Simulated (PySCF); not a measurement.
# TDDFT beside published excitation energies

Published values to compare with (the computed states carry no symmetry labels, so the two lists aren't matched line by line):

```json
{"state": "3A2''(n→π*)", "E (eV)": "4.33", "f": "", "kind of transition": "vertical absorption", "source": "[1]"}
{"state": "3E''(n→π*)", "E (eV)": "4.51", "f": "", "kind of transition": "vertical absorption", "source": "[1]"}
{"state": "1A2''(n→π*)", "E (eV)": "4.59", "f": "", "kind of transition": "band maximum or as reported", "source": "[2]"}
{"state": "1A1''(n→π*)", "E (eV)": "4.72", "f": "", "kind of transition": "vertical absorption", "source": "[1]"}
{"state": "3A1''(n→π*)", "E (eV)": "4.73", "f": "", "kind of transition": "vertical absorption", "source": "[1]"}
{"state": "1A2''(n→π*)", "E (eV)": "4.75", "f": "0.014", "kind of transition": "vertical absorption", "source": "[1]"}
{"state": "1E''(n→π*)", "E (eV)": "4.78", "f": "", "kind of transition": "vertical absorption", "source": "[1]"}
{"state": "3A1'(π→π*)", "E (eV)": "4.85", "f": "", "kind of transition": "vertical absorption", "source": "[1]"}
{"state": "3E'(π→π*)", "E (eV)": "5.59", "f": "", "kind of transition": "vertical absorption", "source": "[1]"}
{"state": "1A2'(π→π*)", "E (eV)": "5.70", "f": "", "kind of transition": "band maximum or as reported", "source": "[2]"}
{"state": "1A2'(π→π*)", "E (eV)": "5.75", "f": "", "kind of transition": "vertical absorption", "source": "[1]"}
{"state": "3A2'(π→π*)", "E (eV)": "6.62", "f": "", "kind of transition": "vertical absorption", "source": "[1]"}
{"state": "1A1'(π→π*)", "E (eV)": "6.86", "f": "", "kind of transition": "band maximum or as reported", "source": "[2]"}
{"state": "1A1'(π→π*)", "E (eV)": "7.24", "f": "", "kind of transition": "vertical absorption", "source": "[1]"}
{"state": "1E'(n→3s)", "E (eV)": "7.32", "f": "0.016", "kind of transition": "vertical absorption", "source": "[1]"}
{"state": "1E'(π→π*)", "E (eV)": "7.76", "f": "", "kind of transition": "band maximum or as reported", "source": "[2]"}
{"state": "1E''(n→π*)", "E (eV)": "7.78", "f": "", "kind of transition": "vertical absorption", "source": "[1]"}
{"state": "1E'(π→π*)", "E (eV)": "7.94", "f": "0.451", "kind of transition": "vertical absorption", "source": "[1]"}
```

[1] computed, theoretical best estimate (aug-cc-pVTZ, frozen core, CC3 geometry), gas; Veril, Scemama, Caffarel, Lipparini, Boggio-Pasqua, Jacquemin, Loos, WIREs Comput. Mol. Sci. 2021, 11, e1517 (QUESTDB)
[2] measured, gas; Loos, Lipparini, Boggio-Pasqua, Scemama, Jacquemin (2019), arXiv:1912.04173, literature columns

1,3,5-triazine, C3H3N3.
SMILES: `c1ncncn1`

The calculation used TDDFT CAM-B3LYP/aug-cc-pVTZ, vertical, gas phase, core orbitals frozen in the response in PySCF. Isolated species at its PBE0-D3(BJ)/def2-TZVP geometry, gas phase.

Computed singlets: 4.79 eV (f 0.000); 4.88 eV (f 0.000 summed over 2 states); 4.91 eV (f 0.015); 6.35 eV (f 0.000); 7.19 eV (f 0.000); 7.36 eV (f 0.038 summed over 2 states); 7.86 eV (f 0.000 summed over 2 states). Computed triplets (Tamm–Dancoff): 4.29, 4.46, 4.46 eV.

Task: How does the lowest computed singlet compare with the best estimate listed for the lowest singlet (vertical absorption)?

Result: 4.79 eV against 4.72 eV for 1A1''(n→π*) [1]: a difference of +0.07 eV. Geometry and basis of the two calculations needn't be the same.

Task: How does the lowest computed triplet compare with the best estimate listed for the lowest triplet (vertical absorption)?

Result: 4.29 eV against 4.33 eV for 3A2''(n→π*) [1]: a difference of -0.04 eV. Geometry and basis of the two calculations needn't be the same.

A measured band maximum holds vibronic effects and, in solution, solvent shifts, so it needn't equal the vertical energy.

Hardware: an AMD EPYC 9R45 with one thread, on a shared host. Cost: 25 s wall, 1.3 GiB resident at most.
